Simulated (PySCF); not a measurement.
# Atomic charges against the basis set

Cyclopropanol, C3H6O.
Structure used (PBE0-D3(BJ)/def2-SVP), in Å, numbered top down from 1:
```xyz
10
C3H6O angstrom
O      1.544   -0.188   -0.757
C      0.579   -0.246    0.234
C     -0.777   -0.687   -0.190
C     -0.551    0.743    0.228
H      2.136    0.541   -0.548
H      0.933   -0.595    1.215
H     -1.346   -1.350    0.466
H     -0.899   -0.877   -1.259
H     -0.536    1.494   -0.567
H     -0.958    1.089    1.182
```

PBE0 throughout (PySCF), one geometry, spherical d and f functions. The structure is a single PBE0-D3(BJ)/def2-SVP conformer in the gas phase; no vibrational or solvent corrections. Atoms taken as equivalent share a column and are averaged.

Mulliken charges (e):

```csv
basis,functions,O1,C2,C3/C4,H5,H6,H7/H10,H8/H9
STO-3G,26,-0.282,+0.004,-0.183,+0.208,+0.074,+0.088,+0.093
6-31G,48,-0.602,+0.034,-0.354,+0.374,+0.166,+0.176,+0.192
6-31G*,68,-0.640,+0.097,-0.391,+0.417,+0.159,+0.181,+0.193
def2-SVP,86,-0.290,+0.037,-0.110,+0.175,+0.040,+0.062,+0.067
pcSseg-1,98,-0.419,+0.031,-0.243,+0.228,+0.108,+0.132,+0.137
"6-311+G(2d,p)",144,-0.428,+0.053,-0.235,+0.274,+0.100,+0.111,+0.126
def2-TZVP,160,-0.428,+0.018,-0.238,+0.310,+0.091,+0.118,+0.124
```

IAO charges (e):

| basis | functions | O1 | C2 | C3/C4 | H5 | H6 | H7/H10 | H8/H9 |
| --- | --- | --- | --- | --- | --- | --- | --- | --- |
| STO-3G | 26 | -0.329 | -0.027 | -0.286 | +0.250 | +0.117 | +0.139 | +0.142 |
| 6-31G | 48 | -0.516 | +0.039 | -0.314 | +0.348 | +0.131 | +0.152 | +0.160 |
| 6-31G* | 68 | -0.523 | +0.072 | -0.305 | +0.348 | +0.119 | +0.145 | +0.152 |
| def2-SVP | 86 | -0.521 | +0.074 | -0.299 | +0.349 | +0.117 | +0.142 | +0.148 |
| pcSseg-1 | 98 | -0.532 | +0.070 | -0.306 | +0.354 | +0.123 | +0.146 | +0.153 |
| 6-311+G(2d,p) | 144 | -0.550 | +0.069 | -0.317 | +0.365 | +0.128 | +0.152 | +0.159 |
| def2-TZVP | 160 | -0.546 | +0.072 | -0.317 | +0.363 | +0.127 | +0.151 | +0.158 |

Some averages cover members that differ in this geometry, most widely: C3/C4, Mulliken in 6-311+G(2d,p) -0.289 to -0.182; C3/C4, Mulliken in def2-TZVP -0.261 to -0.214; C3/C4, IAO in 6-31G -0.329 to -0.299; C3/C4, Mulliken in pcSseg-1 -0.257 to -0.230 e.

Which scheme is steadiest as the basis changes?

Largest range over the bases for any column: IAO 0.22 e, Mulliken 0.36 e. IAO charges move least and Mulliken charges most, counted in e. Without the minimal STO-3G basis the ranges are IAO 0.03, Mulliken 0.35 e.

How much do the charges still move between the two largest bases, 6-311+G(2d,p) and def2-TZVP?

At most, over all atoms: Mulliken 0.036 e, IAO 0.004 e.

What do the same runs give for the total energy, the frontier levels and the dipole moment?

| basis | energy (Eh) | HOMO (eV) | LUMO (eV) | μ (D) |
| --- | --- | --- | --- | --- |
| STO-3G | -190.4299 | -4.30 | 7.87 | 1.29 |
| 6-31G | -192.8191 | -7.26 | 2.51 | 1.85 |
| 6-31G* | -192.8775 | -7.18 | 2.66 | 1.53 |
| def2-SVP | -192.7473 | -7.36 | 1.94 | 1.49 |
| pcSseg-1 | -192.8656 | -7.48 | 1.52 | 1.56 |
| 6-311+G(2d,p) | -192.9470 | -7.55 | 0.36 | 1.56 |
| def2-TZVP | -192.9629 | -7.50 | 1.28 | 1.50 |

The dipole is fixed by the density alone, so its range of 0.56 D shows that the density itself changes with the basis, not only its division among atoms.
